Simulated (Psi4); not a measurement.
# CH4ClSi− (SMILES C[SiH-]Cl): PBE0/6-311+G(d,p)

What is the energy change on altering one bond length of CH4ClSi− at PBE0/6-311+G**? 

The results are computed with Psi4 1.11.

1 further run of the same task is left out (set aside as unsound or not needed).

**1. The molecule**

The species is CH4ClSi− (7 atoms), meant as a singlet with charge -1. SMILES: `C[SiH-]Cl`. Geometry: relaxed at GFN2-xTB.

Bond lengths: C1–Si2 1.920 Å, Si2–Cl3 2.294 Å, C1–H4 1.094 Å, C1–H5 1.094 Å, C1–H6 1.091 Å, Si2–H7 1.499 Å. Angles: C1–Si2–Cl3 98.6°, C1–Si2–H7 99.2°, Cl3–Si2–H7 93.5°, Si2–C1–H4 109.0°, Si2–C1–H5 114.4°, Si2–C1–H6 111.4°, H4–C1–H5 107.7°, H4–C1–H6 106.9°, H5–C1–H6 107.1°.

**2. Energy and gradient at PBE0/6-311+G(d,p)**

Input file input.dat:

```
memory 1600 mb

molecule molecule1 {
  -1 1
  C     -0.597270     0.454470    -0.324430
  Si     1.150300    -0.340110    -0.314080
  Cl     0.626590    -2.308040     0.742940
  H     -0.507860     1.506690    -0.611350
  H     -1.117910     0.415410     0.636800
  H     -1.246630    -0.021250    -1.061570
  H      1.692770     0.292840     0.931680
  symmetry c1
}

set globals {
  basis 6-311+G**
  puream true
  e_convergence 1e-09
  d_convergence 1e-08
  scf_type pk
  dft_radial_points 99
  dft_spherical_points 590
}

gradient('pbe0')
```

Run with:

```console
$ psi4 input.dat output.dat -n 1
```

output.dat (excerpt; [...] marks lines left out):

```text
[...]
  Running in c1 symmetry.
[...]
  Nuclear repulsion =  130.656704715982897
[...]
  Multiplicity = 1
[...]
  Nalpha       = 21
  Nbeta        = 21
[...]
    Number of basis functions: 106
[...]
   @RKS iter   1:  -789.61263352723370   -3.14355e-01   7.96344e-03 DIIS/ADIIS
[...]
   @RKS iter  12:  -789.97224354015532   -1.13687e-12   2.49279e-09 DIIS
[...]
    Orbital Energies [Eh]
    ---------------------
    Doubly Occupied:
       1A   -101.502012     2A    -66.037615     3A    -10.034025
       4A     -9.311243     5A     -7.044875     6A     -7.040429
       7A     -7.040069     8A     -5.120750     9A     -3.457876
      10A     -3.453726    11A     -3.450774    12A     -0.614830
      13A     -0.544732    14A     -0.307919    15A     -0.251802
      16A     -0.247159    17A     -0.164304    18A     -0.158404
      19A     -0.131294    20A     -0.112649    21A     -0.009750
[...]
  @RKS Final Energy:  -789.97224354015532
   => Energetics <=
    Nuclear Repulsion Energy =            130.6567047159828974
    One-Electron Energy =               -1359.2420855780683269
    Two-Electron Energy =                 480.8959460670224075
    DFT Exchange-Correlation Energy =     -42.2828087450923533
    Empirical Dispersion Energy =           0.0000000000000000
    VV10 Nonlocal Energy =                  0.0000000000000000
    Total Energy =                       -789.9722435401554321
[...]
 Multipole Moments:
 ------------------------------------------------------------------------------------
     Multipole            Electronic (a.u.)      Nuclear  (a.u.)        Total (a.u.)
 ------------------------------------------------------------------------------------
 L = 1.  Multiply by 2.5417464519 to convert [e a0] to [Debye]
 Dipole X            :          2.5022258           -3.3084882           -0.8062624
 Dipole Y            :         -6.9808278            7.1477920            0.1669642
 Dipole Z            :          1.6336039           -1.2620488            0.3715551
 Magnitude           :                                                    0.9033213
[...]
  -Total Gradient:
     Atom            X                  Y                   Z
    ------   -----------------  -----------------  -----------------
       1        0.006236704393    -0.000610621238    -0.005720991671
       2       -0.005558157395     0.012102063889     0.014660701419
       3        0.000933517640    -0.003066870893     0.000890687157
       4       -0.001580441874    -0.003405764501     0.001254043174
       5        0.001045936436    -0.000119327237    -0.002866573240
       6        0.000066172292     0.001919228047     0.002918986238
       7       -0.001138324608    -0.006820535729    -0.011135761036
[...]
```

Wall time 18 s (1 thread of Intel Xeon Gold 6455B (Sapphire Rapids), shared host); peak memory 0.63 GiB.

**3. The distorted shape: a single-point energy at PBE0/6-311+G(d,p)**

Input file input.json:

```json
{
 "schema_name": "qcschema_input",
 "schema_version": 1,
 "molecule": {
  "schema_name": "qcschema_molecule",
  "schema_version": 2,
  "symbols": ["C", "Si", "Cl", "H", "H", "H", "H"],
  "geometry": [-1.28245886, 0.67939245, -0.96623775, 2.01996983, -0.82214614, -0.94667909, 1.03030136, -4.54099487, 1.05079922, -1.11349844, 2.66780007, -1.50843797, -2.26632586, 0.60557974, 0.85022369, -2.50957141, -0.21958807, -2.35923047, 3.19887169, 0.5533874, 1.76062004],
  "molecular_charge": -1,
  "molecular_multiplicity": 1,
  "fix_symmetry": "c1",
  "fix_com": true,
  "fix_orientation": true
 },
 "driver": "energy",
 "model": {
  "method": "pbe0",
  "basis": "6-311+G**"
 },
 "keywords": {
  "puream": true,
  "e_convergence": 1e-09,
  "d_convergence": 1e-08,
  "scf_type": "pk",
  "dft_radial_points": 99,
  "dft_spherical_points": 590
 }
}
```

Run with:

```console
$ psi4 --qcschema input.json -n 1 --memory 1600MB
```

stdout (excerpt; [...] marks lines left out):

```text
[...]
                   'protocols': {'error_correction': {'default_policy': True, 'policies': None},
                                 'native_files': 'none',
[...]
  Running in c1 symmetry.
[...]
  Nuclear repulsion =  129.773313727729260
[...]
  Multiplicity = 1
[...]
  Nalpha       = 21
  Nbeta        = 21
[...]
    Number of basis functions: 106
[...]
   @RKS iter   1:  -789.60866950111745   -3.60336e-01   7.96005e-03 DIIS/ADIIS
[...]
   @RKS iter  12:  -789.96674841044205   -1.13687e-12   2.45087e-09 DIIS
[...]
    Orbital Energies [Eh]
    ---------------------
    Doubly Occupied:
       1A   -101.504619     2A    -66.053627     3A    -10.037298
       4A     -9.313823     5A     -7.047490     6A     -7.042972
       7A     -7.042644     8A     -5.133863     9A     -3.470676
      10A     -3.467041    11A     -3.464010    12A     -0.617310
      13A     -0.548095    14A     -0.297648    15A     -0.254760
      16A     -0.250345    17A     -0.166735    18A     -0.151346
      19A     -0.133427    20A     -0.108291    21A     -0.015977
[...]
  @RKS Final Energy:  -789.96674841044205
   => Energetics <=
    Nuclear Repulsion Energy =            129.7733137277292599
    One-Electron Energy =               -1357.3153648229999817
    Two-Electron Energy =                 479.8254298435102783
    DFT Exchange-Correlation Energy =     -42.2501271586814866
    Empirical Dispersion Energy =           0.0000000000000000
    VV10 Nonlocal Energy =                  0.0000000000000000
    Total Energy =                       -789.9667484104420510
[...]
 Multipole Moments:
 ------------------------------------------------------------------------------------
     Multipole            Electronic (a.u.)      Nuclear  (a.u.)        Total (a.u.)
 ------------------------------------------------------------------------------------
 L = 1.  Multiply by 2.5417464519 to convert [e a0] to [Debye]
 Dipole X            :        -37.2744062           35.4094236           -1.8649827
 Dipole Y            :         83.2051148          -81.0234249            2.1816899
 Dipole Z            :          2.5620142           -2.4441717            0.1178425
 Magnitude           :                                                    2.8725978
[...]
```

The result, in JSON:

```text
{
 "driver": "energy",
 "model": {
  "method": "pbe0",
  "basis": "6-311+G**"
 },
 "success": true,
 "return_result": -789.966748410442,
 "properties": {
  "calcinfo_nbasis": 106,
  "calcinfo_nmo": 106,
  "calcinfo_nalpha": 21,
  "calcinfo_nbeta": 21,
  "calcinfo_natom": 7,
  "nuclear_repulsion_energy": 129.77331372772926,
  "return_energy": -789.966748410442,
  "scf_one_electron_energy": -1357.315364823,
  "scf_two_electron_energy": 479.8254298435103,
  "scf_xc_energy": -42.25012715868149,
  "scf_dipole_moment": [-1.8649826650566155, 2.1816899111950505, 0.11784248998313318],
  "scf_total_energy": -789.966748410442,
  "scf_iterations": 12
 }
}
```

Wall time 14 s (1 thread of Intel Xeon Gold 6455B (Sapphire Rapids), shared host); peak memory 0.63 GiB.

**4. Outcome**

Level: PBE0/6-311+G**.

| quantity | value |
| --- | --- |
| first shape: total energy | -789.97224 Eh |
| first shape: HOMO energy | -0.27 eV |
| first shape: LUMO energy | 3.63 eV |
| first shape: HOMO–LUMO gap (to an unbound level, set by the basis) | 3.90 eV |
| first shape: largest force on an atom | 1.018 eV/Å |
| distorted shape: total energy | -789.96675 Eh |
| distorted shape: HOMO energy | -0.43 eV |
| distorted shape: LUMO energy | 3.60 eV |
| distorted shape: HOMO–LUMO gap (to an unbound level, set by the basis) | 4.03 eV |
| energy change with the Si2–H7 bond stretched from 1.499 to 1.724 Å | 0.150 eV |

What this shows: With the Si2–H7 bond stretched from 1.499 to 1.724 Å the energy rises by 0.15 eV (14.4 kJ/mol). The first shape isn't relaxed at this level, so the change isn't measured from a minimum. The largest force (first shape) is 1.02 eV/Å: the shape isn't a stationary point for this species at this level.
